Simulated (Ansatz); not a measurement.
```yaml
crystal:
  periodic: [false, false, false]
  atoms:
    - {symbol: Mg, position_ang: [-1.030013, -0.869244, -0.003077]}
    - {symbol: Mg, position_ang: [1.102875, 0.815162, 0.003079]}
    - {symbol: H, position_ang: [-1.756958, 1.304114, -0.000044]}
basis:
  gaussian: {orbitals: def2-TZVP}
magnetization: {spin_polarized: true, initial_magnetization: 1}
hamiltonian: {xc: pbe0}
relax: {f_tol: 0.004, max_steps: 80}
```

```sh
$ ansatz run in.yaml --threads 1 --pin off --events-out ev --progress --plain --max-ram 2176MiB
```

Steps of the relaxation (energy above the last step; positions in Å, forces in eV/Å):

```
3
step 1, 952.1 meV
Mg   -1.030   -0.869   -0.003   -0.883    0.956    0.001
Mg    1.103    0.815    0.003    0.347    0.369    0.001
H    -1.757    1.304    0.000    0.536   -1.325   -0.002
```

```
3
step 2, 481.5 meV
Mg   -1.147   -0.740   -0.003   -0.566    0.623    0.000
Mg    1.140    0.866    0.003    0.383    0.222    0.001
H    -1.677    1.124    0.000    0.183   -0.845   -0.001
```

```
3
step 3, 358.8 meV
Mg   -1.198   -0.698   -0.003   -0.325    0.655    0.001
Mg    1.339    0.874    0.004    0.181    0.041    0.000
H    -1.826    1.074   -0.001    0.144   -0.696   -0.001
```

```
3
step 14, 0.0 meV
Mg   -0.999    0.406   -0.001    0.000    0.000    0.000
Mg    2.049    0.481    0.004   -0.001    0.000    0.000
H    -2.734    0.362   -0.003    0.001    0.000    0.000
```

Close pairs at the end: Mg1–H3 1.736 Å, Mg1–Mg2 3.048 Å.

A stationary point of unrestricted PBE0 after 14 steps, with ⟨S²⟩ = 0.763 against 0.75 for a pure state; no frequencies were run, so it isn't proven a minimum. 24 s on 1 thread of Intel Xeon 6975P-C, shared host.
